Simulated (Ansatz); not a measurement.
# H2S (singlet): the correlation ladder at distance S1–H3 = 1.808 Å, 6-31G

Aim: climb from Hartree-Fock through coupled cluster and multireference methods for H2S (singlet) at one geometry and basis, and see what each rung misses.

Program: Ansatz 0.2.0, Gaussian basis. Level of theory: 6-31G, core rule «outside noble gas», up to 5 orbitals frozen. These are calculated values, not measurements.

To be run: UHF; CCSD(T) on RHF; CCSD(T) on UHF; BCCD(T) on RHF; CISD; CCSDT(Q) on RHF; CCSDT(Q) on UHF; CISDTQ; CCSDTQ on RHF; CCSDTQ on UHF; CASSCF and MRCISD+Q, 2 electrons in 2 orbitals; CASSCF and NEVPT2, 2 electrons in 2 orbitals; CASSCF and MRCISD+Q, 8 electrons in 6 orbitals; CASSCF and NEVPT2, 8 electrons in 6 orbitals; Full CI.

14 further runs of the same task are left out: 9 that didn't finish, 5 set aside as unsound or not needed. Runs told in other sessions of the task aren't counted.

## (1) What is computed

The geometry derives from a PBE0/def2-TZVP stationary point (not a proven minimum). One bond is set to the value named and the two fragments are kept rigid.

3 atoms, charge 0, spin multiplicity 1.

Atoms are counted from 1 here; the program's logs count them from 0.

Bond lengths: S1–H2 1.341 Å.

## (2) UHF

in.yaml reads:

```yaml
crystal:
  periodic: [false, false, false]
  atoms:
    - {symbol: S, position_ang: [0.000000, -0.064523, -0.009956]}
    - {symbol: H, position_ang: [0.000000, 0.864628, -0.977158]}
    - {symbol: H, position_ang: [0.000000, 1.188016, 1.293888]}
basis:
  gaussian: {orbitals: 6-31G}
magnetization: {spin_polarized: true, initial_magnetization: 0}
hamiltonian: {xc: hf}
output: {orbitals: {seedname: orbitals}}
```

On the command line:

```bash
> ansatz run in.yaml --threads 1 --pin off --events-out ev --progress --plain --max-ram 2393MiB
```

The runs that follow: CCSD(T) on RHF; CCSD(T) on UHF; BCCD(T) on RHF; CISD; CCSDT(Q) on RHF; CCSDT(Q) on UHF; CISDTQ; CCSDTQ on RHF; CCSDTQ on UHF; CASSCF and MRCISD+Q, 2 electrons in 2 orbitals; CASSCF and NEVPT2, 2 electrons in 2 orbitals; CASSCF and MRCISD+Q, 8 electrons in 6 orbitals; CASSCF and NEVPT2, 8 electrons in 6 orbitals; Full CI.

Before running them: what should the planned runs give, taken together? Wanted: FCI from the RHF energy; RMP2 from FCI; RCCSD from FCI; RCCSD(T) from FCI; RCCSDT(Q) from FCI; NEVPT2 pair from FCI; MRCISD+Q pair from FCI; NEVPT2 valence from FCI; T1 diagnostic.

**Answer**, as computed:

```
                         quantity                                                                                                          value
          FCI from the RHF energy                                                                                                     -2.4630 eV
                    RMP2 from FCI                                                                                                +14.38 kcal/mol
                   RCCSD from FCI                                                                                                 +0.78 kcal/mol
                RCCSD(T) from FCI                                                                                                 +0.21 kcal/mol
               RCCSDT(Q) from FCI                                                                                                 +0.01 kcal/mol
             NEVPT2 pair from FCI                                                                                                 +7.11 kcal/mol
           MRCISD+Q pair from FCI                                                                                                 +0.04 kcal/mol
          NEVPT2 valence from FCI                                                                                                 +5.26 kcal/mol
levels within 1 kcal/mol (43 meV)  RCCSD, RCCSD(T), BCCD(T), RCCSDT, CISDTQ, RCCSDT(Q), RCCSDTQ, MRCISD+Q pair, MRCISD valence, MRCISD+Q valence
                    T1 diagnostic                                                                                                          0.011
   effectively unpaired electrons                                                                                                           0.09
```

RCCSD(T) misses by +0.21 kcal/mol, 0.4 % of the correlation energy. One determinant dominates. Of the multireference levels listed MRCISD+Q pair comes nearest in total energy (+0.04 kcal/mol), which doesn't show that its space is the better one. These misses are within one basis, not against nature.
